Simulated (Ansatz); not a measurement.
Ansatz (a first-principles code) input (HF/6-31G*):

Ansatz 0.2 input:
```yaml
crystal:
  periodic: [false, false, false]
  atoms:
    - {symbol: C, position_ang: [1.14502538, -0.38142530, 0.14741238]}
    - {symbol: C, position_ang: [0.03204805, 0.65710997, 0.11064372]}
    - {symbol: O, position_ang: [-1.23308689, -0.12617052, -0.21931843]}
    - {symbol: H, position_ang: [-1.79541147, 0.09447728, 0.52177410]}
    - {symbol: H, position_ang: [0.20752425, 1.23918759, -0.81929277]}
    - {symbol: H, position_ang: [2.11943237, 0.13014009, 0.16693320]}
    - {symbol: H, position_ang: [1.09945895, -1.00981192, 1.05044502]}
    - {symbol: H, position_ang: [1.17125044, -1.09873694, -0.71364874]}
basis:
  gaussian:
    orbitals: 6-31G*
hamiltonian:
  xc: {name: HF}
total_charge: -1
relax: {f_tol: 0.003, max_steps: 120}
```

### Question
What final total energy does it give?

### Answer
-153.36172 Eh.
